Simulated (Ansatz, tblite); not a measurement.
# H2S3: charged states by level of theory

The task here is to estimate one member of a computed series from the others.

Method: as each input shows; program: Ansatz 0.2.0, Gaussian basis.

Plan: charge +1 doublet, at the geometry of the singlet (PBE0-D4/def2-TZVP, PBE-D4/def2-TZVP, r2SCAN-D4/def2-TZVP, CCSD(T)/def2-TZVPP); charge +1 doublet, relaxed (PBE0-D4/def2-TZVP, PBE-D4/def2-TZVP); the starting singlet's energies come from earlier runs.

## The geometry

The singlet was relaxed beforehand with r2SCAN-D4/def2-TZVP.

5 atoms, charge 0, spin multiplicity 1.

Atoms are counted from 1 here; the program's logs count them from 0.

Bond lengths: S1–S2 2.057 Å, S1–H4 1.349 Å, S2–S3 2.057 Å, S3–H5 1.349 Å. Angles: S2–S1–H4 98.5°, S1–S2–S3 108.6°, S2–S3–H5 98.5°.

Set-up of the first run:

in.yaml

```yaml
crystal:
  periodic: [false, false, false]
  atoms:
    - {symbol: S, position_ang: [0.621346, 0.172261, 1.549076]}
    - {symbol: S, position_ang: [0.183376, 0.979499, -0.291107]}
    - {symbol: S, position_ang: [-0.678588, -0.477833, -1.458495]}
    - {symbol: H, position_ang: [1.830950, -0.348293, 1.256525]}
    - {symbol: H, position_ang: [-1.957084, -0.325635, -1.056009]}
basis:
  gaussian: {orbitals: def2-TZVP}
total_charge: 1
magnetization: {spin_polarized: true, initial_magnetization: 1}
hamiltonian: {xc: pbe0, dispersion: d4}
output: {orbitals: {seedname: orbitals}}
```

On the command line:

```sh
> ansatz run in.yaml --threads 4 --pin off --events-out ev --progress --plain --max-ram 3916MiB
```

Steps of the session up to this table: Charge +1 doublet at the fixed geometry, PBE0-D4/def2-TZVP; Charge +1 doublet at the fixed geometry, PBE-D4/def2-TZVP; Charge +1 doublet at the fixed geometry, r2SCAN-D4/def2-TZVP; Charge +1 doublet at the fixed geometry, CCSD(T)/def2-TZVPP.

One table of the session follows, with a row left open; its other results are not shown here.

It belongs to the step «Vertical ionisation energy». 

| method | vertical ionisation energy (eV) |
| --- | --- |
| HF/def2-TZVPP | 8.88 |
| PBE-D4/def2-TZVP | 9.32 |
| r2SCAN-D4/def2-TZVP | ? |
| PBE0-D4/def2-TZVP | 9.63 |
| MP2/def2-TZVPP | 9.93 |
| CCSD/def2-TZVPP | 9.76 |
| CCSD(T)/def2-TZVPP | 9.76 |

Q: Estimate the row for r2SCAN-D4/def2-TZVP from the others.

As computed: vertical ionisation energy (eV): 9.48. In the column «vertical ionisation energy (eV)» it lies between PBE-D4/def2-TZVP (9.32) and PBE0-D4/def2-TZVP (9.63).
